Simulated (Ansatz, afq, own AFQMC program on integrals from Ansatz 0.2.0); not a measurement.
Where AFQMC and coupled cluster stand for SiGeH3⁺, singlet

```xyz
5

Si   -0.0059    0.0000    1.6929
Ge   -0.0015    0.0000   -0.7474
H     1.4617    0.0000    1.9964
H    -0.5952    1.2043    2.3467
H    -0.5953   -1.2043    2.3467
```

Connectivity, by distances: SiH3–Ge.

Basis cc-pVDZ. Noble-gas cores (and the filled d shells of Ga–Kr and In–Xe) are frozen. Ansatz 0.2.0 and our own AFQMC program on the same integrals; the CISD trial comes from CCSD amplitudes, and released means the phaseless constraint is let go. Error bars are statistical, one sigma. No spin–orbit coupling.

Determinant: RHF, the one that the program's search chose, which needn't be the lowest solution. The geometry is a PBE0/def2-TZVP stationary point of this or a neighbouring charge and spin state.

No full CI on the walks' own integrals is used here; CCSDT(Q) serves as the reference and is uncertain by about the last step of the cluster series.

Cautions: no relativity below Rb; no spin-orbit coupling; inner d shell frozen; restricted determinant unstable towards unrestricted (UHF 30 meV lower, ⟨S²⟩ 0.26); the ph-AFQMC/CISD walk drifts between its halves (2.6 errors).

The T1 diagnostic is 0.0190. The weight of the determinant in the CISD state is 0.864 and the size of the correlated space is 10 electrons in 41 orbitals.

Reference: CCSDT(Q), correlation energy -5.455 eV. The released energy is read at 2.40 1/Eh (meV from the phaseless value at times in 1/Eh: 6 ± 12 at 0.24, -13 ± 13 at 0.51, -6 ± 11 at 0.99, -26 ± 13 at 1.62, -6 ± 16 at 2.40).

```
         level  E − E(reference) (kJ/mol)  share of correlation (%)
            HF                      526.3                      0.00
           MP2                      129.8                     75.34
          CCSD                       16.4                     96.88
       CCSD(T)                        3.6                     99.31
         CCSDT                        0.7                     99.87
 ph-AFQMC/CISD                 -0.7 ± 1.0                    100.13
released AFQMC                 -1.3 ± 1.6                    100.24
```

A walk keeps the symmetry of its determinant, which the program's search chose and which needn't be the lowest solution, so a lower state of the same spin and another symmetry isn't excluded. Released energies are given only where the last usable release times agree within the noise; a slower fall can still hide under it.
